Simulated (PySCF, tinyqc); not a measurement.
Orbital energy against energy difference: ionisation energy by orbital energies and by energy differences in the cc-pvdz basis, for CH2, spin multiplicity 1. Computed by the program tinyqc with PySCF. Command: `OMP_NUM_THREADS=1 python tinyqc.py 113761 113762 out.jsonl`; one thread of a shared host (Intel(R) Xeon(R) Processor @ 2.60GHz), about 10 s.

Geometry (angstrom):
```
atom,x,y,z
C,0.0000,0.0000,0.0000
H,0.0000,0.8630,0.6070
H,0.0000,-0.9000,0.6330
```

CCSD(T) difference in the same basis = 9.9254 eV

IP-EOM-CCSD = 9.9039 eV

The cation is unrestricted; errors are against CCSD(T) in this basis, not against experiment.

First vertical ionisation energy (eV):
```
method,-e(HOMO),E(cation) - E,error of -e(HOMO),error of the difference
HF,10.2803,8.773265,0.3549,-1.1522
LDA,5.1716,10.196639,-4.7538,0.2712
PBE,5.1698,10.020397,-4.7556,0.0950
B3LYP,6.4123,10.125201,-3.5131,0.1998
PBE0,6.6642,9.969278,-3.2612,0.0439
CAM-B3LYP,8.1390,10.111805,-1.7864,0.1864
LC-wPBE,9.6566,10.065928,-0.2688,0.1405
```

Koopmans errs by +0.35 eV and Delta-HF by -1.15 eV: relaxation, 1.51 eV, lowers the value and the missing correlation difference works against it. The PBE level is off by -4.8 eV through the wrong tail of its potential, though its energy difference is off by +0.09 eV; exact exchange deepens the level, and among the orbital energies LC-wPBE comes closest; among the differences PBE0 does. The restricted reference is unstable here: a spin-polarised solution lies 0.0229 hartree lower (PySCF), so results built on it describe a poor reference.
